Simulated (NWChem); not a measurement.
System: chloroform (CHCl3); SMILES ClC(Cl)Cl

Parts of the log:

```
             Northwest Computational Chemistry Package (NWChem) 7.3.0
             --------------------------------------------------------

                             Geometry "geometry" -> ""
                             -------------------------

 Output coordinates in angstroms (scale by  1.889725989 to convert to a.u.)

  No.       Tag          Charge          X              Y              Z
 ---- ---------------- ---------- -------------- -------------- --------------
    1 Cl                  17.0000     1.48293900     0.84007600    -0.07424200
    2 C                    6.0000     0.00000000     0.00000000     0.46413000
    3 Cl                  17.0000    -1.46899600     0.86422400    -0.07424200
    4 Cl                  17.0000    -0.01394200    -1.70430000    -0.07424200
    5 H                    1.0000     0.00000000     0.00000000     1.54983600

 Effective nuclear repulsion energy (a.u.)     260.4011688240

                                 NWChem DFT Module
                                 -----------------

 Summary of "ao basis" -> "ao basis" (spherical)
 ------------------------------------------------------------------------------
       Tag                 Description            Shells   Functions and Types
 ---------------- ------------------------------  ------  ---------------------
 Cl                          6-31g*                  8       18   4s3p1d
 C                           6-31g*                  6       14   3s2p1d
 H                           6-31g*                  2        2   2s

 in cosmo_initialize ...
 calling solv_data for solv:h2o

 solvent parameters
 solvname_short: h2o
 solvname_long:  water
 dielec:       78.4000
 dielecinf:     1.7769
 aqueous SMD model solvent descriptors
 dielec:       78.4000
 sola:          0.8200

          ---------------
          -cosmo- solvent
          ---------------
 Cosmo: York-Karplus, doi: 10.1021/jp992097l
 dielectric constant -eps-     =  78.40
 screen = (eps-1)/(eps    )    =   0.98724
 surface charge correction     = lagrangian

   van der Waals surface
 --------------------------

 ---------- ATOMIC COORDINATES (A.U.) ------------ VDWR(ANG.) --
     1    2.80234837    1.58751345   -0.14029704     2.380
     2    0.00000000    0.00000000    0.87707852     1.850
     3   -2.77599992    1.63314655   -0.14029704     2.380
     4   -0.02634656   -3.22066000   -0.14029704     2.380
     5    0.00000000    0.00000000    2.92876537     1.200
 number of segments per atom =        128
 number of   points per atom =        128
 atom (   nspa,  nppa )
 ----------------------
    1 (     88,     0 )       0
    2 (      2,     0 )       0
    3 (     86,     0 )       0
    4 (     90,     0 )       0
    5 (     42,     0 )       0
 number of -cosmo- surface points =      308
 molecular surface =    147.328 angstrom**2
 molecular volume  =    141.717 angstrom**3
 -lineq- algorithm             =   0
 -bem- low  level              =   3
 -bem- from -octahedral-
 gaussian surface charge width =   4.50000
 degree of switching           =   1.00000
 switching function tolerance  =   0.00010
 atomic radii =
 --------------
    1 17.000  2.380
    2  6.000  1.850
    3 17.000  2.380
    4 17.000  2.380
    5  1.000  1.200
 ...... end of -cosmo- initialization ......

 nat:                     5
 ixmem:                  1509
 calling mnsol_interface()
 G(SMD-CDS) energy (kcal/mol)  =     1.527
 SMD-CDS SASA (angstrom**2)    =   130.454

            General Information
            -------------------
          SCF calculation type: DFT
          Wavefunction type:  closed shell.
          No. of atoms     :     5
          No. of electrons :    58
           Alpha electrons :    29
            Beta electrons :    29
          Charge           :     0
          Spin multiplicity:     1
          Use of symmetry is: off; symmetry adaption is: off
          Maximum number of iterations: 150
          AO basis - number of functions:    70
                     number of shells:    32
          Convergence on energy requested:  1.00D-06
          Convergence on density requested:  1.00D-05
          Convergence on gradient requested:  5.00D-04

              XC Information
              --------------
                         B3LYP Method XC Potential
                     Hartree-Fock (Exact) Exchange  0.200
                        Slater Exchange Functional  0.800 local
                    Becke 1988 Exchange Functional  0.720 non-local
              Lee-Yang-Parr Correlation Functional  0.810
                  VWN I RPA Correlation Functional  0.190 local

             Grid Information
             ----------------
          Grid used for XC integration:  medium
          Radial quadrature: Mura-Knowles
          Angular quadrature: Lebedev.
          Tag              B.-S. Rad. Rad. Pts. Rad. Cut. Ang. Pts.
          ---              ---------- --------- --------- ---------
          Cl                  1.00       88           9.0       590
          C                   0.70       49           7.0       434
          H                   0.35       45           8.0       434
          Grid pruning is: on
          Number of quadrature shells:   358
          Spatial weights used:  Erf1

      Superposition of Atomic Density Guess
      -------------------------------------

 Sum of atomic energies:       -1416.51023484

      Non-variational initial energy
      ------------------------------

 Total energy =   -1417.471767
 1-e energy   =   -2475.768563
 2-e energy   =     797.895627
 HOMO         =      -0.362955
 LUMO         =       0.017892

   convergence    iter        energy       DeltaE   RMS-Dens  Diis-err
 ---------------- ----- ----------------- --------- --------- ---------
     COSMO gas phase
 d= 0,ls=0.0,diis     1  -1419.1081302869 -1.68D+03  2.65D-02  1.23D+00
 d= 0,ls=0.0,diis     2  -1418.7411892242  3.67D-01  1.71D-02  4.49D+00
 d= 0,ls=0.0,diis     3  -1419.2679256418 -5.27D-01  1.36D-03  1.96D-03
 d= 0,ls=0.0,diis     4  -1419.2681736136 -2.48D-04  4.75D-04  8.43D-04
 d= 0,ls=0.0,diis     5  -1419.2682970148 -1.23D-04  4.12D-05  8.73D-06
  Resetting Diis
 d= 0,ls=0.0,diis     6  -1419.2682981778 -1.16D-06  1.30D-05  6.89D-07
 d= 0,ls=0.0,diis     7  -1419.2682982707 -9.29D-08  2.94D-06  2.27D-08

   convergence    iter        energy       DeltaE   RMS-Dens  Diis-err
 ---------------- ----- ----------------- --------- --------- ---------
     COSMO solvation phase
 d= 0,ls=0.0,diis     1  -1419.2700034929 -1.71D-03  1.90D-03  2.08D-03
 d= 0,ls=0.0,diis     2  -1419.2706045709 -6.01D-04  4.28D-04  6.52D-04
 d= 0,ls=0.0,diis     3  -1419.2706527955 -4.82D-05  1.97D-04  3.56D-04
 d= 0,ls=0.0,diis     4  -1419.2706957875 -4.30D-05  4.78D-05  1.73D-05
 d= 0,ls=0.0,diis     5  -1419.2706980399 -2.25D-06  9.44D-06  2.68D-07
 d= 0,ls=0.0,diis     6  -1419.2706980782 -3.83D-08  1.43D-06  1.18D-08

         Total DFT energy =    -1419.270698078217
      One electron energy =    -2476.248366871092
           Coulomb energy =      887.362275404111
    Exchange-Corr. energy =      -90.591861974067
 Nuclear repulsion energy =      260.401168824030

             COSMO energy =       -0.193913461199

 Numeric. integr. density =       57.999999507700

                                COSMO-SMD solvation results
                                ---------------------------

             internal energy in gas <Psi(g)|H|Psi(g)> =     -1419.268298270702
         internal energy in solvent <Psi(s)|H|Psi(s)> =     -1419.267464850357
                               delta internal energy  =         0.000833420345 (    0.52 kcal/mol)
   total free energy in solvent <Psi(s)|H+V/2|Psi(s)> =     -1419.273131421535
 polarization energy contribution <Psi(s)|V/2|Psi(s)> =        -0.005666571178 (   -3.56 kcal/mol)
    total free energy in solvent including G(SMD-CDS) =     -1419.270698078217
                       G(SMD-CDS) energy contribution =         0.002433343317 (    1.53 kcal/mol)
     1 M fixed-concentration free energy of solvation =        -0.002399807516 (   -1.51 kcal/mol)

                       DFT Final Molecular Orbital Analysis
                       ------------------------------------

 Vector   27  Occ=2.000000D+00  E=-3.315577D-01
              MO Center=  4.8D-02,  4.8D-01, -3.3D-02, r^2= 3.9D+00
   Bfn.  Coefficient  Atom+Function         Bfn.  Coefficient  Atom+Function
  ----- ------------  ---------------      ----- ------------  ---------------
     9      0.396033  1 Cl pz                41     -0.375901  3 Cl pz
     7      0.321089  1 Cl px                39      0.318373  3 Cl px
    57      0.278294  4 Cl px                13      0.215553  1 Cl pz
    45     -0.204607  3 Cl pz                11      0.168813  1 Cl px
    43      0.167630  3 Cl px                 5     -0.154333  1 Cl pz

 Vector   28  Occ=2.000000D+00  E=-3.260076D-01
              MO Center=  9.9D-04,  5.6D-04,  5.9D-02, r^2= 3.8D+00
   Bfn.  Coefficient  Atom+Function         Bfn.  Coefficient  Atom+Function
  ----- ------------  ---------------      ----- ------------  ---------------
     9      0.402084  1 Cl pz                41      0.401614  3 Cl pz
    59      0.401633  4 Cl pz                13      0.223416  1 Cl pz
    45      0.223164  3 Cl pz                63      0.223171  4 Cl pz
    23     -0.200424  2 C  pz                70     -0.184637  5 H  s
    69     -0.175725  5 H  s                  5     -0.156017  1 Cl pz

 Vector   29  Occ=2.000000D+00  E=-3.144936D-01
              MO Center=  3.1D-04,  1.1D-03, -7.0D-02, r^2= 4.1D+00
   Bfn.  Coefficient  Atom+Function         Bfn.  Coefficient  Atom+Function
  ----- ------------  ---------------      ----- ------------  ---------------
    57      0.454023  4 Cl px                 8      0.395388  1 Cl py
    40     -0.391537  3 Cl py                61      0.241550  4 Cl px
    39     -0.230636  3 Cl px                 7     -0.224238  1 Cl px
    12      0.210363  1 Cl py                44     -0.208319  3 Cl py
    53     -0.175169  4 Cl px                 4     -0.152549  1 Cl py

 Vector   30  Occ=0.000000D+00  E=-4.589483D-02
              MO Center= -3.0D-05,  6.3D-05, -2.2D-02, r^2= 3.8D+00
   Bfn.  Coefficient  Atom+Function         Bfn.  Coefficient  Atom+Function
  ----- ------------  ---------------      ----- ------------  ---------------
    24      1.399116  2 C  s                 62     -0.482471  4 Cl py
    11      0.419888  1 Cl px                43     -0.415948  3 Cl px
    27     -0.411219  2 C  pz                10     -0.332345  1 Cl s
    42     -0.332347  3 Cl s                 60     -0.332296  4 Cl s
    58     -0.324531  4 Cl py                20      0.288236  2 C  s

 Vector   31  Occ=0.000000D+00  E= 9.160288D-03
              MO Center=  1.0D-01,  3.8D-01,  1.5D-01, r^2= 3.4D+00
   Bfn.  Coefficient  Atom+Function         Bfn.  Coefficient  Atom+Function
  ----- ------------  ---------------      ----- ------------  ---------------
    25      1.009316  2 C  px                21      0.554676  2 C  px
    10     -0.545499  1 Cl s                 11      0.523639  1 Cl px
    42      0.470063  3 Cl s                 43      0.421557  3 Cl px
    12      0.374175  1 Cl py                44     -0.371145  3 Cl py
    13     -0.260343  1 Cl pz                 7      0.249545  1 Cl px

 Vector   32  Occ=0.000000D+00  E= 9.186968D-03
              MO Center= -1.0D-01, -3.8D-01,  1.5D-01, r^2= 3.4D+00
   Bfn.  Coefficient  Atom+Function         Bfn.  Coefficient  Atom+Function
  ----- ------------  ---------------      ----- ------------  ---------------
    26      1.009109  2 C  py                62      0.687641  4 Cl py
    60      0.586199  4 Cl s                 22      0.554743  2 C  py
    43     -0.433008  3 Cl px                42     -0.358372  3 Cl s
    58      0.333145  4 Cl py                11      0.312111  1 Cl px
    63      0.279742  4 Cl pz                10     -0.227744  1 Cl s

     Multipole analysis of the density
     ---------------------------------

     L   x y z        total         alpha         beta         nuclear
     -   - - -        -----         -----         ----         -------
     0   0 0 0     -0.000000    -29.000000    -29.000000     58.000000

     1   1 0 0      0.000232      0.000100      0.000100      0.000032
     1   0 1 0      0.000172      0.000086      0.000086     -0.000000
     1   0 0 1      0.676462     -0.179813     -0.179813      1.036088

     2   2 0 0    -33.244398   -148.882420   -148.882420    264.520443
     2   1 1 0     -0.000171     -0.000122     -0.000122      0.000074
     2   1 0 1      0.000258      0.000131      0.000131     -0.000005
     2   0 2 0    -33.244055   -148.882176   -148.882176    264.520297
     2   0 1 1      0.000434      0.000217      0.000217      0.000000
     2   0 0 2    -30.788077    -22.492595    -22.492595     14.197113
```

Level: B3LYP/6-31G* (spherical d), SMD on the gas-phase geometry. The geometry was optimised at B3LYP/6-31G* (spherical d). Solvent: water.

**Question.** Which NWChem input produces such a log?

**Answer.** One answer among several that fit: the input that was run:
```
start job
memory heap 200 mb stack 900 mb global 1100 mb
geometry units angstroms noautosym nocenter noautoz
  Cl     1.482939     0.840076    -0.074242
  C      0.000000     0.000000     0.464130
  Cl    -1.468996     0.864224    -0.074242
  Cl    -0.013942    -1.704300    -0.074242
  H      0.000000     0.000000     1.549836
end
basis spherical
  * library 6-31g*
end
dft
  xc b3lyp
  iterations 150
end
cosmo
  do_cosmo_smd true
  solvent water
end
task dft energy
```
